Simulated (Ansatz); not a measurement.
# Strength of the O–C bond: C3H5O2 → C2H3O + H2CO

Species: C3H5O2 `[CH2]OC(C)=O`, doublet; C2H3O (acetyl radical) `C[C]=O`, doublet; H2CO (formaldehyde) `C=O`, singlet. 

Shapes, held fixed at every level: PBE0-D4/def2-TZVP. Flexible molecules stand in one conformer, not always the lowest. Programs: Ansatz 0.2.0. The zero-point and thermal change to 298 K, harmonic and unscaled (PBE0-D4/def2-TZVP), is -9.2 kJ/mol.

```tsv
level	kind	ΔH(298 K) (kJ/mol)	less CCSD(T)/CBS estimate	CPU time (sum over the molecules)
HF/def2-SVP	Hartree–Fock	+98.3	+6.2	–
PBE-D4/def2-TZVPP	GGA	+105.2	+13.1	16 s
PBE0-D4/def2-TZVPP	global hybrid	+116.4	+24.3	19 s
r2SCAN0-D4/def2-TZVPP	global hybrid	+125.5	+33.4	30 s
wB97M-V/def2-TZVPP	range-separated hybrid	+99.9	+7.8	57 s
MP2/def2-SVP	perturbation theory	+88.8	-3.3	–
CCSD(T)/CBS estimate	coupled cluster or CI	+92.1	0.0	40 min
```

The highest level, CCSD(T)/CBS estimate, gives ΔH(298 K) = +92.1 kJ/mol; the levels span +88.8 to +125.5. A fragment pairs its electrons up again, so this isn't a typical strength of such a bond. The column of differences is taken from that level and isn't an error. No measured value is set beside it here. Open shells run unrestricted unless RO is named. The CBS estimate extrapolates MP2 from def2-TZVPP and def2-QZVPP and adds CCSD(T) − MP2 in the triple-zeta set, cores frozen. Times are processor times on shared x86 and Arm servers, and rough.
